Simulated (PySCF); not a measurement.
`C=CCOCC`, C5H10O

Molfile (atoms numbered from 1):
```
C5H10O
     RDKit          3D

 16 15  0  0  0  0  0  0  0  0999 V2000
   -2.9714    0.1039    0.3280 C   0  0  0  0  0  0  0  0  0  0  0  0
   -1.7744    0.5970    0.0141 C   0  0  0  0  0  0  0  0  0  0  0  0
   -0.6732   -0.1828   -0.6241 C   0  0  0  0  0  0  0  0  0  0  0  0
    0.5221    0.0513    0.0620 O   0  0  0  0  0  0  0  0  0  0  0  0
    1.6301   -0.5794   -0.5140 C   0  0  0  0  0  0  0  0  0  0  0  0
    2.8612   -0.2430    0.2920 C   0  0  0  0  0  0  0  0  0  0  0  0
   -3.2200   -0.9495    0.1609 H   0  0  0  0  0  0  0  0  0  0  0  0
   -3.7521    0.7341    0.7615 H   0  0  0  0  0  0  0  0  0  0  0  0
   -1.5443    1.6524    0.2021 H   0  0  0  0  0  0  0  0  0  0  0  0
   -0.9242   -1.2639   -0.6413 H   0  0  0  0  0  0  0  0  0  0  0  0
   -0.5688    0.1333   -1.6867 H   0  0  0  0  0  0  0  0  0  0  0  0
    1.7534   -0.2520   -1.5685 H   0  0  0  0  0  0  0  0  0  0  0  0
    1.4763   -1.6789   -0.5441 H   0  0  0  0  0  0  0  0  0  0  0  0
    3.0242    0.8446    0.3091 H   0  0  0  0  0  0  0  0  0  0  0  0
    3.7517   -0.7245   -0.1382 H   0  0  0  0  0  0  0  0  0  0  0  0
    2.7452   -0.5868    1.3304 H   0  0  0  0  0  0  0  0  0  0  0  0
  1  2  2  0
  2  3  1  0
  3  4  1  0
  4  5  1  0
  5  6  1  0
  1  7  1  0
  1  8  1  0
  2  9  1  0
  3 10  1  0
  3 11  1  0
  5 12  1  0
  5 13  1  0
  6 14  1  0
  6 15  1  0
  6 16  1  0
M  END
```

Theory: PySCF 2.14.0, quadratic response CAM-B3LYP/def2-TZVPD first hyperpolarisability, Taylor convention, gas phase. Geometry: PBE0-D3(BJ)/def2-SVP.

**Question.** Give the tensor of the static β(0;0,0) in the axes of these coordinates.

**Answer.** In au, Taylor convention; rows are the first index (the induced dipole):
```tsv
	xx	yy	zz	xy	xz	yz
x	+22.7	+1.0	+3.3	+17.9	+37.4	-5.6
y	+17.9	+41.5	-5.9	+1.0	-5.6	+11.3
z	+37.4	+11.3	+32.4	-5.6	+3.3	-5.9
```
Norm of βᵢ = ⅓ Σⱼ (βᵢⱼⱼ + βⱼᵢⱼ + βⱼⱼᵢ): 100.8 au, hyper-Rayleigh value 40.6 au.
